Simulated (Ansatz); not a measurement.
# C3H6O: the cost of one run

Method: RKS PBE/def2-SVP, in Ansatz 0.2.0.

## 1. Starting point

Bond lengths: C1–C2 1.353 Å, C2–O3 1.365 Å, O3–C4 1.516 Å, C1–H5 1.037 Å, C1–H6 1.146 Å, C2–H7 1.058 Å, C4–H8 1.093 Å, C4–H9 1.039 Å, C4–H10 1.078 Å. Angles: C1–C2–O3 127.9°, C1–C2–H7 123.4°, O3–C2–H7 108.7°, C2–C1–H5 126.2°, C2–C1–H6 115.7°, H5–C1–H6 117.8°, C2–O3–C4 113.9°, O3–C4–H8 104.1°, O3–C4–H9 108.0°, O3–C4–H10 108.9°, H8–C4–H9 110.3°, H8–C4–H10 109.2°, H9–C4–H10 115.7°.

Coordinates:

```xyz
10

C     0.0893    1.3202    0.5829
C    -0.9414    0.4884    0.3085
O    -0.8871   -0.7590   -0.2431
C     0.5178   -1.2222   -0.5754
H     1.0873    1.1550    0.3526
H    -0.1989    2.3464    1.0044
H    -1.9510    0.7211    0.5240
H     0.3759   -2.2228   -0.9926
H     0.9055   -0.5819   -1.2962
H     1.0857   -1.2964    0.3379
```

## 2. End point A

Contents of input.yaml:

```yaml
crystal:
  periodic: [false, false, false]
  atoms:
    - { symbol: C, position_ang: [0.0893, 1.3202, 0.5829] }
    - { symbol: C, position_ang: [-0.9414, 0.4884, 0.3085] }
    - { symbol: O, position_ang: [-0.8871, -0.759, -0.2431] }
    - { symbol: C, position_ang: [0.5178, -1.2222, -0.5754] }
    - { symbol: H, position_ang: [1.0873, 1.155, 0.3526] }
    - { symbol: H, position_ang: [-0.1989, 2.3464, 1.0044] }
    - { symbol: H, position_ang: [-1.951, 0.7211, 0.524] }
    - { symbol: H, position_ang: [0.3759, -2.2228, -0.9926] }
    - { symbol: H, position_ang: [0.9055, -0.5819, -1.2962] }
    - { symbol: H, position_ang: [1.0857, -1.2964, 0.3379] }
basis:
  gaussian: { orbitals: def2-SVP }
hamiltonian:
  xc: pbe
relax:
  f_tol: 0.015
  max_steps: 40
```

The run is started by

```sh
ansatz run input.yaml --threads 1 --pin off --max-ram 2048MiB --backend cpu --events-out ev --progress --plain --runs-dir out
```

**Question.** How long does this run take on 1 thread of Intel Xeon Platinum 8488C (Sapphire Rapids), shared host, and how much memory does it need?

About 13 s, with a peak of 0.13 GiB.
